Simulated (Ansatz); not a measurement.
Mulliken charges of C$_{2}$H$_{4}$F$_{2}$O (`CC(O)(F)F`) from B3LYP/def2-TZVPP in Ansatz (PBE0-D4/def2-TZVP geometry).

| atom | x (Å) | y (Å) | z (Å) | charge (e) |
| --- | --- | --- | --- | --- |
| C1 | -0.976 | -0.149 | -0.310 | -0.245 |
| C2 | 0.468 | 0.131 | -0.025 | 0.457 |
| O3 | 0.814 | -0.289 | 1.214 | -0.288 |
| F4 | 1.267 | -0.466 | -0.958 | -0.213 |
| F5 | 0.734 | 1.465 | -0.155 | -0.213 |
| H6 | -1.595 | 0.371 | 0.419 | 0.100 |
| H7 | -1.156 | -1.221 | -0.243 | 0.100 |
| H8 | -1.216 | 0.202 | -1.313 | 0.098 |
| H9 | 1.748 | -0.090 | 1.354 | 0.203 |

Question: By hand: the dipole of these point charges (1 e Å = 4.8032 D).

Answer: Σ q r = (-0.247, -0.117, 0.116) e Å, of length 0.297 e Å = 1.43 D.

Question: How does the dipole of the full density compare? (An estimate is asked.)

Answer: Ansatz gave: (-0.106, -0.078, 0.116) e Å, 0.84 D; the point charges give 1.70 times that, at 21° from its direction.

Point charges leave out the atoms' own dipoles, such as those of lone pairs, and Mulliken's split depends on the basis, so the two needn't agree.

B3LYP here is the variant with VWN-RPA as its local correlation; programs differ in this.
